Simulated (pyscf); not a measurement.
chloride (Cl⁻) + H₃C–CH₂–I → chloroethane (H₃C–CH₂–Cl) + I⁻ (substitution at C; singlet surface; C–I broken, C–Cl formed). Structures and frequencies: ωB97X-D3(BJ)/def2-SVPD in PySCF. Energies in kcal/mol from the separated reactants.

| level | barrier | reaction energy |
|---|---|---|
| ωB97X-D3(BJ)/def2-TZVPD | -0.2 | -14.3 |
| PBE/def2-TZVPD | … | -14.9 |
| r²SCAN/def2-TZVPD | -8.5 | -16.1 |
| B3LYP-D3(BJ)/def2-TZVPD | … | … |
| PBE0-D3(BJ)/def2-TZVPD | -5.6 | -16.2 |
| HF/def2-TZVPD | 0.9 | -21.0 |

**Question.** What belongs in the gaps?

**Answer.** 
- PBE/def2-TZVPD, barrier: -8.0
- B3LYP-D3(BJ)/def2-TZVPD, barrier: -6.9
- B3LYP-D3(BJ)/def2-TZVPD, reaction energy: -14.4

On the reactant side the descent ends in a bound adduct, 12.0 kcal/mol under the separated species and 11.8 kcal/mol under the saddle at ωB97X-D3(BJ)/def2-TZVPD. On the product side the descent ends in a bound adduct, 9.0 kcal/mol under the separated species and 23.1 kcal/mol under the saddle at ωB97X-D3(BJ)/def2-TZVPD. At ωB97X-D3(BJ), PBE, r²SCAN, B3LYP-D3(BJ), PBE0-D3(BJ) the saddle lies under the separated reactants, which points to a path from their complex (located at ωB97X-D3(BJ) alone). One saddle was located; it need not be the lowest between these sides. The angle at the attacked C is 163°. Elements past Kr carry the def2 core potentials, without spin-orbit coupling.
